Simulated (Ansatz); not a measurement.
Compare A (`C#C/N=C/O`) with its isomer B (`CN=C=C=O`).

Calculated with Ansatz (gas phase, PBE0-D4/def2-TZVP geometries, no zero-point term in ΔE). CBS: MP2 limit from def2 TZ/QZ plus the TZ coupled-cluster correction, frozen cores. Functionals use def2-TZVPP. B3LYP here is the variant with VWN-RPA as its local correlation; programs differ in this. Each species was taken in one conformer, which may not be the lowest.

Which isomer does CCSD(T)/CBS put lower? Give the gap. (Estimate.)

Computed: A, by 14.1 kcal/mol.

Give E(B) − E(A) in kcal/mol with ωB97M-V, PBE0-D4, r2SCAN-D4, LDA (SPW92), CCSD/def2-TZVPP, MP2/def2-TZVPP, B3LYP-D4. (An estimate is asked.)

Computed: ωB97M-V 14.6, PBE0-D4 12.6, r2SCAN-D4 9.2, LDA (SPW92) 13.1, CCSD/def2-TZVPP 15.0, MP2/def2-TZVPP 14.9, B3LYP-D4 11.1. None reverses the order clearly.

Does the order hold for the free energy at 298.15 K (harmonic terms from PBE0-D4)? (Estimate.)

The calculation gave: Yes: G(B) − G(A) = +12.8 kcal/mol, for one conformer each.

Largest T1 diagnostic: 0.018.

At CCSD(T), def2-SVP lies −5.4 kcal/mol from the extrapolated value and def2-TZVPP −1.8 kcal/mol. From BLYP to BHLYP (50 % exact exchange), in def2-TZVPP and without D4, E(B) − E(A) moves by +10.2 kcal/mol.
